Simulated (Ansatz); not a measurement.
# Counterpoise correction, worked out

The pair of CH5N (SMILES CN, atoms 1–7) and SiH4 (SMILES [SiH4], atoms 8–12), both closed shells, in one local arrangement (a lower one may exist), relaxed at PBE0-D4/def2-TZVP:

C1  (-0.713, -0.219, -1.699)
N2  (0.583, 0.392, -1.467)
H3  (-1.248, -0.546, -0.795)
H4  (-0.591, -1.090, -2.347)
H5  (-1.356, 0.486, -2.230)
H6  (1.211, -0.246, -0.997)
H7  (0.502, 1.217, -0.888)
Si8  (0.322, 0.001, 2.084)
H9  (1.637, 0.635, 1.807)
H10  (-0.767, 0.873, 1.576)
H11  (0.166, -0.183, 3.548)
H12  (0.255, -1.320, 1.409)
(Å)

Ansatz 0.2.0; basis: def2-TZVPPD; cores frozen in the correlated methods.

MP2 total energies in eV:

| system | geometry | basis functions | energy |
| --- | --- | --- | --- |
| pair | pair | all | -10532.66581 |
| CH5N | as in the pair | all (partner as ghosts) | -2603.14520 |
| SiH4 | as in the pair | all (partner as ghosts) | -7929.47674 |
| CH5N | as in the pair | its own | -2603.13693 |
| SiH4 | as in the pair | its own | -7929.46781 |
| CH5N | free (PBE0-D4 minimum) | its own | -2603.13818 |
| SiH4 | free (PBE0-D4 minimum) | its own | -7929.46792 |

Question: Work out the interaction energy with and without the counterpoise correction, the superposition error, and the binding energy from the relaxed fragments.

Answer: Without correction: -10532.66581 − (-2603.13693) − (-7929.46781) = -0.06107 eV.
With correction (each fragment in the whole basis): -10532.66581 − (-2603.14520) − (-7929.47674) = -0.04387 eV = -1.01 kcal/mol.
The superposition error is the difference, 0.01720 eV, 28 % of the uncorrected value: each fragment borrows its partner's functions.
Deformation from the free shapes: 0.00125 eV for CH5N and 0.00011 eV for SiH4.
Binding energy from relaxed fragments: -0.04387 + 0.00125 + 0.00011 = -0.04251 eV = -0.98 kcal/mol (electronic, without zero-point energy; negative means bound). For comparison, the corrected interaction energy by CCSD(T) at an estimated basis limit (MP2 extrapolated from triple and quadruple zeta, plus CCSD(T) − MP2 in triple zeta) is -0.058 eV.

T1 diagnostic: at most 0.011.

For scale, one of the runs: CCSD(T)/def2-TZVPPD, 275 basis functions, launched by `ansatz run in.yaml --threads 4 --pin off --events-out ev --progress --plain --max-ram 9574MiB`. Time: 76 s of wall clock on 4 CPU threads of an Intel Xeon Platinum 8375C; the host was shared. Peak host memory: 7.3 GiB.
